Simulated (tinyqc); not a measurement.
Worked calculation (part 2 of 2): coupled-perturbed Hartree-Fock on RHF in the sto-6g basis, for NH3, spin multiplicity 1. Computed by tinyqc, a small Python program that keeps every step (integrals from PySCF). Command: `OMP_NUM_THREADS=1 python tinyqc.py 26062 26063 out.jsonl` (the two numbers bound the seeds that draw the settings). One thread of a shared host (Intel(R) Xeon(R) Processor @ 2.60GHz), about 0.4 s of CPU time with the checks.

Geometry (angstrom):

| atom | x | y | z |
|---|---|---|---|
| N | 0.000000 | 0.000000 | 0.292000 |
| H | 1.052000 | 0.000000 | 0.000000 |
| H | -0.526000 | 0.911000 | 0.000000 |
| H | -0.526000 | -0.911000 | 0.000000 |

## Iteration 1: diagonalisation and new density

Fock matrix F (hartree), lower triangle:
```
             1N 1s      1N 2s     1N 2px     1N 2py     1N 2pz      2H 1s      3H 1s      4H 1s
1N 1s   -15.055149
1N 2s    -3.670813  -1.571633
1N 2px    0.000002   0.000013  -0.160164
1N 2py    0.000000   0.000000   0.000000  -0.160165
1N 2pz    0.017383   0.090192  -0.000004   0.000000  -0.112746
2H 1s    -0.806298  -0.707053  -0.380471   0.000000   0.123021  -0.357660
3H 1s    -0.806388  -0.707104   0.190252  -0.329502   0.123031  -0.240551  -0.357702
4H 1s    -0.806388  -0.707104   0.190252   0.329502   0.123031  -0.240551  -0.240581  -0.357702
```

X, lower triangle:
```
            1N 1s      1N 2s     1N 2px     1N 2py    1N 2pz      2H 1s      3H 1s     4H 1s
1N 1s    1.023293
1N 2s   -0.144800   1.320555
1N 2px   0.000001  -0.000018   1.128592
1N 2py   0.000000   0.000000   0.000000   1.128595
1N 2pz   0.006275  -0.072272   0.000005   0.000000  1.017411
2H 1s    0.019559  -0.278437  -0.275818   0.000000  0.067281   1.197621
3H 1s    0.019560  -0.278468   0.137925  -0.238881  0.067290  -0.041523   1.197652
4H 1s    0.019560  -0.278468   0.137925   0.238881  0.067290  -0.041523  -0.041528  1.197652
```

Diagonalise F' = X^T F X, C = X C', fill 5 alpha and 5 beta electrons from the bottom; D = 2 C_occ C_occ^T. Each column has its largest component positive (the first on a tie).

F' = X^T F X (hartree), lower triangle:
```
            1          2          3          4          5          6          7         8
1  -14.795434
2   -1.937293  -0.485270
3    0.000002  -0.000015   0.137957
4    0.000000   0.000000   0.000000   0.137962
5    0.026742  -0.040378   0.000005   0.000000  -0.077491
6   -0.120093  -0.430457  -0.485617   0.000000   0.110918   0.111368
7   -0.120120  -0.430495   0.242827  -0.420575   0.110932  -0.080631   0.111387
8   -0.120120  -0.430495   0.242827   0.420575   0.110932  -0.080631  -0.080639  0.111387
```

orbital energies (hartree): MO1 -15.059298, MO2 -0.864605, MO3 -0.430406, MO4 -0.430403, MO5 -0.108821, MO6 0.624643, MO7 0.760366, MO8 0.760391

coefficients C:
```
              MO1        MO2        MO3        MO4        MO5        MO6        MO7        MO8
1N 1s    0.995475  -0.197486  -0.000006   0.000000  -0.063622  -0.187786   0.000051   0.000000
1N 2s    0.022134   0.664397   0.000033   0.000000   0.311321   1.209892  -0.000357   0.000000
1N 2px   0.000000  -0.000014   0.582553   0.000000  -0.000009   0.000246   1.023950   0.000000
1N 2py   0.000000   0.000000   0.000000   0.582557   0.000000   0.000000   0.000000   1.023955
1N 2pz  -0.002706  -0.099239   0.000003   0.000000   0.949838  -0.376726   0.000112   0.000000
2H 1s   -0.004601   0.215642   0.499592   0.000000  -0.069762  -0.667427  -0.921855   0.000000
3H 1s   -0.004602   0.215664  -0.249784   0.432655  -0.069758  -0.667090   0.461210  -0.798534
4H 1s   -0.004602   0.215664  -0.249784  -0.432655  -0.069758  -0.667090   0.461210   0.798534
```

D after iteration 1, lower triangle:
```
            1N 1s     1N 2s     1N 2px     1N 2py     1N 2pz      2H 1s      3H 1s     4H 1s
1N 1s    2.068038
1N 2s   -0.257964  1.077668
1N 2px  -0.000001  0.000013   0.678737
1N 2py   0.000000  0.000000   0.000000   0.678746
1N 2pz  -0.087051  0.459420  -0.000011   0.000000   1.824095
2H 1s   -0.085462  0.242936   0.582073   0.000000  -0.175297   0.601963
3H 1s   -0.085463  0.242918  -0.291030   0.504093  -0.175298  -0.146793   0.601962
4H 1s   -0.085463  0.242918  -0.291030  -0.504093  -0.175298  -0.146793  -0.146801  0.601962
```

Within a degenerate level the vectors are fixed only up to a rotation; this is one choice.

## Iteration 8 (converged): orbitals

converged F (hartree), lower triangle:
```
             1N 1s      1N 2s     1N 2px     1N 2py     1N 2pz      2H 1s      3H 1s      4H 1s
1N 1s   -15.486899
1N 2s    -3.737442  -1.796590
1N 2px    0.000001   0.000016  -0.262762
1N 2py    0.000000   0.000000   0.000000  -0.262770
1N 2pz    0.019015   0.067536  -0.000007   0.000000  -0.308011
2H 1s    -0.823206  -0.764487  -0.427221   0.000000   0.148893  -0.441947
3H 1s    -0.823298  -0.764543   0.213628  -0.369992   0.148903  -0.236190  -0.441994
4H 1s    -0.823298  -0.764543   0.213628   0.369992   0.148903  -0.236190  -0.236222  -0.441994
```

As before.

F' = X^T F X (hartree), lower triangle:
```
            1          2          3          4          5          6          7         8
1  -15.233571
2   -1.918007  -0.749617
3    0.000000  -0.000010   0.040821
4    0.000000   0.000000   0.000000   0.040817
5    0.030106  -0.072522   0.000002   0.000000  -0.266160
6   -0.128801  -0.427441  -0.494097   0.000000   0.131438   0.035364
7   -0.128828  -0.427477   0.247066  -0.427917   0.131448  -0.056743   0.035378
8   -0.128828  -0.427477   0.247066   0.427917   0.131448  -0.056743  -0.056750  0.035378
```

orbital energies (hartree): MO1 -15.489823, MO2 -1.030395, MO3 -0.539237, MO4 -0.539235, MO5 -0.324959, MO6 0.517713, MO7 0.672166, MO8 0.672183

coefficients C:
```
              MO1        MO2        MO3        MO4        MO5        MO6        MO7        MO8
1N 1s    0.996248  -0.211221   0.000000  -0.000007  -0.063380  -0.167752   0.000034   0.000000
1N 2s    0.018327   0.764231   0.000000   0.000038   0.340414   1.141230  -0.000259   0.000000
1N 2px   0.000000  -0.000017   0.000000   0.580991  -0.000011   0.000173   1.024838   0.000000
1N 2py   0.000000   0.000000   0.580996   0.000000   0.000000   0.000000   0.000000   1.024841
1N 2pz  -0.002451  -0.089961   0.000000   0.000012   0.934049  -0.416441   0.000089   0.000000
2H 1s   -0.003655   0.162516   0.000000   0.500995  -0.110785  -0.676808  -0.921137   0.000000
3H 1s   -0.003655   0.162533   0.433872  -0.250490  -0.110769  -0.676570   0.460784  -0.797874
4H 1s   -0.003655   0.162533  -0.433872  -0.250490  -0.110769  -0.676570   0.460784   0.797874
```

D after iteration 8, lower triangle:
```
            1N 1s     1N 2s     1N 2px     1N 2py     1N 2pz      2H 1s      3H 1s     4H 1s
1N 1s    2.082283
1N 2s   -0.329478  1.400532
1N 2px   0.000000  0.000011   0.675101
1N 2py   0.000000  0.000000   0.000000   0.675112
1N 2pz  -0.085281  0.498335  -0.000005   0.000000   1.761093
2H 1s   -0.061899  0.172878   0.582144   0.000000  -0.236167   0.579388
3H 1s   -0.061899  0.172858  -0.291068   0.504155  -0.236159  -0.173590   0.579381
4H 1s   -0.061899  0.172858  -0.291068  -0.504155  -0.236159  -0.173590  -0.173598  0.579381
```

Within a degenerate level the vectors are fixed only up to a rotation; this is one choice.

## Convergence

Stop when the energy changes by less than 1e-10 hartree and every element of the error matrix X^T (F D S - S D F) X is below 3e-06.

Course of the cycle:

| iteration | E (hartree) | change | largest element of the error matrix |
|---|---|---|---|
| 1 | -55.69987872 | - | 4.09e-01 |
| 2 | -55.95227114 | -2.52e-01 | 1.00e-01 |
| 3 | -55.96622251 | -1.40e-02 | 2.00e-02 |
| 4 | -55.96765446 | -1.43e-03 | 6.63e-03 |
| 5 | -55.96776562 | -1.11e-04 | 1.49e-03 |
| 6 | -55.96777273 | -7.12e-06 | 2.43e-05 |
| 7 | -55.96777274 | -1.88e-09 | 2.21e-07 |
| 8 | -55.96777274 | -1.85e-13 | 1.29e-08 |

PySCF RHF in the same basis = -55.96777274 hartree

Converged in 8 iterations.

## Populations, bond orders and dipole

overlap S, lower triangle:
```
           1N 1s     1N 2s     1N 2px     1N 2py     1N 2pz     2H 1s     3H 1s     4H 1s
1N 1s   1.000000
1N 2s   0.229416  1.000000
1N 2px  0.000000  0.000000   1.000000
1N 2py  0.000000  0.000000   0.000000   1.000000
1N 2pz  0.000000  0.000000   0.000000   0.000000   1.000000
2H 1s   0.050188  0.447626   0.395892   0.000000  -0.109886  1.000000
3H 1s   0.050194  0.447655  -0.197964   0.342861  -0.109896  0.158698  1.000000
4H 1s   0.050194  0.447655  -0.197964  -0.342861  -0.109896  0.158698  0.158720  1.000000
```

Mulliken: Z minus the diagonal of D S on the atom; Loewdin: the same with S^(1/2) D S^(1/2); Mayer order: 2 sum_s sum (D(s) S)_ij (D(s) S)_ji over the two atoms.

Charges (e):

| atom | Mulliken | Loewdin |
|---|---|---|
| 1N | -0.435049 | -0.298307 |
| 2H | 0.145013 | 0.099436 |
| 3H | 0.145018 | 0.099435 |
| 4H | 0.145018 | 0.099435 |

Mayer bond orders:

| pair | order |
|---|---|
| 2-1 | 0.948118 |
| 3-1 | 0.948119 |
| 3-2 | 0.015426 |
| 4-1 | 0.948119 |
| 4-2 | 0.015426 |
| 4-3 | 0.015424 |

dipole moment about the origin, x y z (debye): -0.000013  0.000000  -1.419611

## Integrals over molecular orbitals

core Hamiltonian H = T + V (hartree), lower triangle:
```
             1N 1s      1N 2s     1N 2px     1N 2py     1N 2pz      2H 1s      3H 1s      4H 1s
1N 1s   -25.891197
1N 2s    -5.659401  -7.625559
1N 2px    0.000002   0.000018  -6.400670
1N 2py    0.000000   0.000000   0.000000  -6.400670
1N 2pz    0.011559   0.129508  -0.000005   0.000000  -6.269227
2H 1s    -1.246708  -2.909507  -2.192621   0.000000   0.641554  -4.371775
3H 1s    -1.246848  -2.909734   1.096429  -1.898938   0.641620  -0.914271  -4.371923
4H 1s    -1.246848  -2.909734   1.096429   1.898938   0.641620  -0.914271  -0.914396  -4.371923
```

Given earlier and not repeated: Two-electron integrals (ij|kl) in chemists' order.

(pq|rs) = sum C_ip C_jq C_kr C_ls (ij|kl), one index at a time.

one-electron integrals over orbitals h = C^T H C (hartree), lower triangle:
```
            1          2          3          4          5          6          7          8
1  -25.878412
2    0.452393  -6.309085
3    0.000000   0.000000  -5.377028
4    0.000016   0.000003   0.000000  -5.376978
5    0.128665  -0.183010   0.000000  -0.000029  -6.152811
6    0.361858  -1.271768   0.000000  -0.000299   0.413784  -4.501887
7   -0.000074   0.000289   0.000000  -1.345531  -0.000051  -0.000061  -4.913769
8    0.000000   0.000000  -1.345498   0.000000   0.000000   0.000000   0.000000  -4.913763
```

Two-electron integrals over orbitals (pq|rs), unique and non-zero (hartree):
```
(11|11) 4.143488    (21|11) -0.354194   (21|21) 0.048630    (22|11) 0.845937
(22|21) -0.011062   (22|22) 0.596819    (31|31) 0.008984    (32|31) 0.014144
(32|32) 0.120717    (33|11) 0.687481    (33|21) -0.003552   (33|22) 0.542101
(33|33) 0.563319    (41|11) -0.000012   (41|21) 1.36e-06    (41|22) -1.42e-06
(41|33) -0.002620   (41|41) 0.008984    (42|11) 3.05e-06    (42|21) -7.62e-07
(42|22) -0.000008   (42|33) -0.048407   (42|41) 0.014144    (42|42) 0.120711
(43|31) -0.002619   (43|32) -0.048405   (43|43) 0.044961    (44|11) 0.687472
(44|21) -0.003552   (44|22) 0.542090    (44|33) 0.473386    (44|41) 0.002620
(44|42) 0.048410    (44|44) 0.563316    (51|11) -0.108387   (51|21) 0.012818
(51|22) -0.009843   (51|33) -0.003165   (51|41) 6.24e-07    (51|42) 9.47e-09
(51|44) -0.003165   (51|51) 0.024905    (52|11) 0.062850    (52|21) -0.005487
(52|22) -0.010341   (52|33) -0.000808   (52|41) -6.40e-08   (52|42) 8.21e-08
(52|44) -0.000809   (52|51) 0.022653    (52|52) 0.107914    (53|31) 0.002265
(53|32) -0.003588   (53|43) 0.008043    (53|53) 0.027117    (54|11) 0.000007
(54|21) -3.51e-07   (54|22) 1.97e-06    (54|33) 0.008045    (54|41) 0.002264
(54|42) -0.003590   (54|44) -0.008043   (54|51) 8.24e-07    (54|52) 3.43e-06
(54|54) 0.027117    (55|11) 0.947412    (55|21) -0.010993   (55|22) 0.609794
(55|33) 0.535158    (55|41) -2.19e-07   (55|42) 1.76e-06    (55|44) 0.535153
(55|51) 0.011108    (55|52) 0.076526    (55|54) 0.000006    (55|55) 0.759873
(61|11) -0.298929   (61|21) 0.042310    (61|22) -0.007287   (61|33) -0.002273
(61|41) 3.68e-06    (61|42) 3.16e-06    (61|44) -0.002272   (61|51) 0.004528
(61|52) -0.011678   (61|54) 9.57e-08    (61|55) -0.012612   (61|61) 0.038892
(62|11) 0.315719    (62|21) -0.009390   (62|22) 0.118062    (62|33) 0.070018
(62|41) 1.64e-06    (62|42) 0.000009    (62|44) 0.070013    (62|51) -0.011832
(62|52) -0.014377   (62|54) 3.62e-06    (62|55) 0.136229    (62|61) -0.004980
(62|62) 0.088388    (63|31) 0.004604    (63|32) -0.027989   (63|43) 0.035763
(63|53) 0.010829    (63|63) 0.061408    (64|11) 0.000067    (64|21) -1.43e-06
(64|22) 0.000028    (64|33) 0.035788    (64|41) 0.004603    (64|42) -0.028005
(64|44) -0.035755   (64|51) -2.27e-07   (64|52) 0.000006    (64|54) 0.010833
(64|55) 0.000034    (64|61) 5.66e-08    (64|62) 0.000024    (64|64) 0.061433
(65|11) -0.086462   (65|21) -0.001488   (65|22) -0.049999   (65|33) -0.023225
(65|41) 9.75e-07    (65|42) 0.000007    (65|44) -0.023217   (65|51) 0.014227
(65|52) 0.043936    (65|54) 4.30e-06    (65|55) -0.036164   (65|61) -0.005810
(65|62) -0.045173   (65|64) -0.000009   (65|65) 0.041255    (66|11) 0.691060
(66|21) -0.008550   (66|22) 0.510511    (66|33) 0.483453    (66|41) 3.61e-06
(66|42) 0.000036    (66|44) 0.483490    (66|51) -0.016790   (66|52) -0.045920
(66|54) -0.000006   (66|55) 0.486974    (66|61) -0.002618   (66|62) 0.069792
(66|64) -0.000008   (66|65) -0.042821   (66|66) 0.496299    (71|11) 0.000062
(71|21) -0.000009   (71|22) 1.90e-07    (71|33) -0.003354   (71|41) 0.013525
(71|42) 0.019779    (71|44) 0.003355    (71|51) -1.19e-06   (71|52) 1.98e-06
(71|54) 0.003443    (71|55) 2.42e-06    (71|61) -4.51e-06   (71|62) 4.02e-06
(71|64) 0.006551    (71|65) 2.36e-06    (71|66) 0.000006    (71|71) 0.020421
(72|11) -0.000072   (72|21) 1.77e-06    (72|22) -0.000028   (72|33) 0.013605
(72|41) 0.011572    (72|42) 0.033297    (72|44) -0.013635   (72|51) 2.11e-06
(72|52) 5.15e-07    (72|54) 0.016212    (72|55) -0.000032   (72|61) 4.16e-06
(72|62) -0.000010   (72|64) 0.039811    (72|65) 0.000010    (72|66) -0.000013
(72|71) 0.016492    (72|72) 0.055740    (73|31) 0.002205    (73|32) 0.041857
(73|43) -0.015269   (73|53) -0.007553   (73|63) -0.030207   (73|73) 0.034809
(74|11) 0.306318    (74|21) -0.005628   (74|22) 0.115432    (74|33) 0.090272
(74|41) -0.002207   (74|42) -0.041843   (74|44) 0.059754    (74|51) 0.000332
(74|52) 0.032448    (74|54) 0.007553    (74|55) 0.156278    (74|61) -0.005010
(74|62) 0.080980    (74|64) 0.030222    (74|65) -0.023083   (74|66) 0.043383
(74|71) -0.003363   (74|72) 0.003361    (74|74) 0.135112    (75|11) 0.000011
(75|21) 2.48e-07    (75|22) 4.97e-06    (75|33) -0.014686   (75|41) 0.005098
(75|42) 0.035457    (75|44) 0.014694    (75|51) -3.00e-06   (75|52) -0.000010
(75|54) 0.019271    (75|55) 2.85e-06    (75|61) 2.59e-06    (75|62) 0.000010
(75|64) -0.014315   (75|65) -1.16e-06   (75|66) 0.000018    (75|71) 0.007469
(75|72) 0.011505    (75|74) -0.013674   (75|75) 0.034123    (76|11) 0.000010
(76|22) -2.87e-06   (76|33) -0.050926   (76|41) 0.011381    (76|42) 0.099690
(76|44) 0.050939    (76|51) 2.79e-06    (76|52) 0.000010    (76|54) -0.013323
(76|55) 0.000010    (76|61) 2.37e-06    (76|62) 3.47e-06    (76|64) -0.047717
(76|65) 0.000011    (76|66) 0.000038    (76|71) 0.016258    (76|72) 0.006491
(76|74) -0.048582   (76|75) 0.028717    (76|76) 0.108431    (77|11) 0.790909
(77|21) -0.008130   (77|22) 0.546301    (77|33) 0.481447    (77|41) -0.000117
(77|42) 0.028461    (77|44) 0.555240    (77|51) -0.002154   (77|52) 0.012399
(77|54) -0.010210   (77|55) 0.559172    (77|61) -0.006369   (77|62) 0.081581
(77|64) -0.039008   (77|65) -0.021324   (77|66) 0.491982    (77|71) -0.000433
(77|72) -0.023585   (77|74) 0.076715    (77|75) 0.009370    (77|76) 0.041500
(77|77) 0.578070    (81|31) 0.013525    (81|32) 0.019779    (81|43) -0.003353
(81|53) 0.003444    (81|63) 0.006552    (81|73) 0.003362    (81|81) 0.020421
(82|31) 0.011571    (82|32) 0.033292    (82|43) 0.013625    (82|53) 0.016212
(82|63) 0.039811    (82|73) -0.003395   (82|81) 0.016492    (82|82) 0.055740
(83|11) 0.306314    (83|21) -0.005629   (83|22) 0.115423    (83|33) 0.059748
(83|41) 0.002206    (83|42) 0.041855    (83|44) 0.090275    (83|51) 0.000332
(83|52) 0.032448    (83|54) -0.007549   (83|55) 0.156276    (83|61) -0.005009
(83|62) 0.080980    (83|64) -0.030189   (83|65) -0.023077   (83|66) 0.043417
(83|71) 0.003365    (83|72) -0.003403   (83|74) 0.067893    (83|75) 0.013683
(83|76) 0.048607    (83|77) 0.101013    (83|83) 0.135124    (84|31) 0.002207
(84|32) 0.041855    (84|43) -0.015263   (84|53) -0.007550   (84|63) -0.030196
(84|73) 0.032443    (84|81) 0.003364    (84|82) -0.003385   (84|84) 0.034798
(85|31) 0.005098    (85|32) 0.035457    (85|43) -0.014687   (85|53) 0.019272
(85|63) -0.014308   (85|73) 0.013682    (85|81) 0.007469    (85|82) 0.011504
(85|84) 0.013681    (85|85) 0.034122    (86|31) 0.011381    (86|32) 0.099681
(86|43) -0.050913   (86|53) -0.013317   (86|63) -0.047681   (86|73) 0.048602
(86|81) 0.016258    (86|82) 0.006495    (86|84) 0.048596    (86|85) 0.028711
(86|86) 0.108398    (87|31) 0.000110    (87|32) -0.028521   (87|43) 0.036926
(87|53) 0.010218    (87|63) 0.039049    (87|73) -0.012188   (87|81) 0.000424
(87|82) 0.023564    (87|84) -0.012181   (87|85) -0.009383   (87|86) -0.041540
(87|87) 0.040337    (88|11) 0.790909    (88|21) -0.008130   (88|22) 0.546306
(88|33) 0.555264    (88|41) 0.000112    (88|42) -0.028501   (88|44) 0.481424
(88|51) -0.002154   (88|52) 0.012399    (88|54) 0.010219    (88|55) 0.559172
(88|61) -0.006369   (88|62) 0.081588    (88|64) 0.039066    (88|65) -0.021329
(88|66) 0.491951    (88|71) 0.000429    (88|72) 0.023545    (88|74) 0.101027
(88|75) -0.009376   (88|76) -0.041530   (88|77) 0.497474    (88|83) 0.076686
(88|88) 0.578104
```

## Response to a field: uncoupled start

dipole integrals <a|z|i> (bohr):
```
           i1         i2        i3        i4         i5
a6  -0.026585   0.044727  0.000000  0.000060   0.051483
a7   0.000005  -0.000023  0.000000  0.324785  -0.000013
a8   0.000000   0.000000  0.324786  0.000000   0.000000
```

Field along z; U_ai = -mu_ai / (e_a - e_i), alpha = -4 sum U_ai mu_ai.

uncoupled U:
```
          i1         i2         i3         i4         i5
a6  0.001661  -0.028891   0.000000  -0.000057  -0.061094
a7  0.000000   0.000013   0.000000  -0.268107   0.000013
a8  0.000000   0.000000  -0.268104   0.000000   0.000000
```

uncoupled polarisability = 0.714541 bohr^3

## Coupled step 1

U_ai = -(mu_ai + sum_bj [4 (ai|bj) - (ab|ij) - (aj|bi)] U_bj) / (e_a - e_i); alpha = -4 sum U_ai mu_ai.

U after step 1:
```
          i1        i2         i3         i4         i5
a6  0.000434  0.026879   0.000000  -0.000053  -0.131661
a7  0.000000  0.000004   0.000000  -0.255342   0.000022
a8  0.000000  0.000000  -0.255340   0.000000   0.000000
```

polarisability = 0.685800 bohr^3

## Coupled step 2

As before.

U after step 2:
```
          i1        i2         i3         i4         i5
a6  0.000470  0.028587   0.000000  -0.000056  -0.154187
a7  0.000000  0.000004   0.000000  -0.268191   0.000025
a8  0.000000  0.000000  -0.268188   0.000000   0.000000
```

polarisability = 0.723520 bohr^3

## Coupled polarisability

Repeat until U stops changing; compare with -d2E/dF2.

Course of the coupled iterations:

| step | alpha (bohr^3) |
|---|---|
| 0 | 0.714541 |
| 1 | 0.685800 |
| 2 | 0.723520 |
| 3 | 0.727876 |
| 4 | 0.731204 |
| 5 | 0.732212 |
| 6 | 0.732691 |
| 7 | 0.732887 |
| 8 | 0.732975 |
| 9 | 0.733013 |
| 10 | 0.733031 |
| 11 | 0.733039 |
| 12 | 0.733043 |
| 13 | 0.733044 |
| 14 | 0.733045 |
| 15 | 0.733045 |
| 16 | 0.733045 |
| 17 | 0.733045 |
| 18 | 0.733046 |
| 19 | 0.733046 |
| 20 | 0.733046 |
| 21 | 0.733046 |

coupled polarisability = 0.733046 bohr^3

finite-field check, fields of +/-0.001 au = 0.733046 bohr^3
